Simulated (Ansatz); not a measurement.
# H₂OSSi (SMILES O1[SiH2]S1): functionals against CCSD(T) at one geometry

One table from this session's results is given with a row withheld; the runs are named, their logs left out.

Method: single points in def2-TZVPP; program: Ansatz 0.2.0, Gaussian basis.

Cores are frozen in the correlated methods.

## Where the work starts

SMILES `O1[SiH2]S1`, 5 atoms, charge 0, spin multiplicity 1.

Atoms are counted from 1 here; the program's logs count them from 0.

Bond lengths: O1–Si2 1.412 Å, O1–S3 1.700 Å, Si2–S3 1.997 Å, Si2–H4 1.468 Å, Si2–H5 1.401 Å. Angles: Si2–O1–S3 79.2°, O1–Si2–S3 56.8°, O1–Si2–H4 127.6°, O1–Si2–H5 111.8°, S3–Si2–H4 105.9°, S3–Si2–H5 126.0°, H4–Si2–H5 116.3°, O1–S3–Si2 44.0°.

Coordinates:

```
O     0.1291   -0.0412    1.1895
Si   -0.1472    0.2817   -0.1572
S     1.2007   -1.0883    0.3855
H    -1.0698   -0.4018   -1.0718
H     0.1134    1.6299   -0.4333
```

The first run:

Input file run/in.yaml:

```yaml
crystal:
  periodic: [false, false, false]
  atoms:
    - {symbol: O, position_ang: [0.129100, -0.041200, 1.189500]}
    - {symbol: Si, position_ang: [-0.147200, 0.281700, -0.157200]}
    - {symbol: S, position_ang: [1.200700, -1.088300, 0.385500]}
    - {symbol: H, position_ang: [-1.069800, -0.401800, -1.071800]}
    - {symbol: H, position_ang: [0.113400, 1.629900, -0.433300]}
basis:
  gaussian: {orbitals: def2-TZVPP}
correlation: {method: ccsd_t}
output: {forces: true}
```

The command line of these runs was not kept.

Steps of the session up to this table: CCSD(T)/def2-TZVPP; PBE0-D4/def2-TZVPP; wB97M-V/def2-TZVPP; r2SCAN-D4/def2-TZVPP; PBE-D4/def2-TZVPP; HSE06-D4/def2-TZVPP; LC-wPBE/def2-TZVPP.

One table of the session follows, with a row left open; its other results are not shown here.

```
   method  RMS force component (eV/Å)  angle to CCSD(T) forces (°)  dipole (D)
  CCSD(T)                       5.498                    reference        2.08
  PBE0-D4                       5.282                          2.0        2.06
  wB97M-V                       5.324                          1.2        2.08
r2SCAN-D4                       5.370                          1.1        2.02
   PBE-D4                       5.565                          1.2        1.91
 HSE06-D4                           ?                            ?           ?
  LC-wPBE                       5.220                          3.2        2.17
```

Estimate the missing values for HSE06-D4.

The run gave: RMS force component (eV/Å): 5.288; angle to CCSD(T) forces (°): 2.0; dipole (D): 2.06. In the column «RMS force component (eV/Å)» it lies between PBE0-D4 (5.282) and wB97M-V (5.324).
